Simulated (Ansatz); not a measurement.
A nudged elastic band was laid between two geometries of BH$_{5}$SSi (8 atoms, charge 0, multiplicity 1).

Method: Ansatz 0.2.0, RKS PBE/cc-pVDZ.

```json
{"movable images": "9", "climbing image": "yes", "spring": "5.0 eV/Å²", "optimiser": "quadratic models (default)", "start path": "IDPP", "force threshold": "0.05 eV/Å", "iteration limit": "49", "end points": "relaxed"}
```

First end point:

```xyz
8
Properties=species:S:1:pos:R:3
B -1.199 1.104 -0.582
S -1.257 -0.424 0.354
Si 0.890 -0.896 0.462
H -0.149 1.579 -0.964
H -2.267 1.629 -0.811
H 1.614 0.188 1.215
H 1.452 -1.031 -0.928
H 1.008 -2.205 1.199
```

Last end point:

```xyz
8
Properties=species:S:1:pos:R:3
B -1.544 -0.023 -0.788
S -0.856 0.887 0.596
Si 1.181 0.051 0.635
H -0.890 -0.839 -1.402
H -2.696 0.229 -1.069
H 1.900 0.717 1.780
H 1.880 0.357 -0.663
H 1.118 -1.436 0.856
```

Task: Which bonds break or form, and what moves?

Result: No bond is made or broken. The dihedral B1–S2–Si3–H7 goes from -59 to 61°. The two ends are copies of one structure, up to a mirror image or an exchange of like atoms.

Task: Give the energies along the band, and the barrier.

Result: The forces met the threshold. The highest image is number 5 of 0 to 10, 0.008 eV above the ends, which have the same energy within 2 meV. The top lies less than 8 meV above the higher end, about what the thresholds resolve: that end is a shoulder or a very shallow well. A vibrational analysis at the climbing image gives no mode beyond 40i cm⁻¹: the surface is too flat there to confirm a saddle point.

```
image  path coordinate (Å)  energy (eV)  dihedral B1–S2–Si3–H7 (°)
    0                 0.00        0.000                        -59
    1                 0.34        0.002                        -47
    2                 0.68        0.004                        -36
    3                 1.02        0.007                        -24
    4                 1.36        0.008                        -11
    5                 1.70        0.008                          2
    6                 2.04        0.008                         14
    7                 2.37        0.006                         27
    8                 2.71        0.004                         39
    9                 3.05        0.001                         50
   10                 3.38        0.000                         61
```

Task: What is the geometry of the highest image?

Result: 
```xyz
8
Properties=species:S:1:pos:R:3:forces:R:3
B -1.412 0.628 -0.876 -0.01 0.02 -0.03
S -1.030 0.143 0.804 0.00 -0.01 0.04
Si 1.074 -0.496 0.709 0.01 0.00 -0.01
H -0.598 0.572 -1.772 0.01 -0.01 0.01
H -2.547 1.018 -1.045 0.00 0.00 -0.01
H 1.859 0.335 1.691 0.00 0.00 0.00
H 1.601 -0.313 -0.689 -0.01 0.00 0.01
H 1.143 -1.943 1.122 0.01 0.00 0.00
```

The run took 96 s on 1 thread of Arm Neoverse V2, on a shared host, peak memory 0.11 GiB.
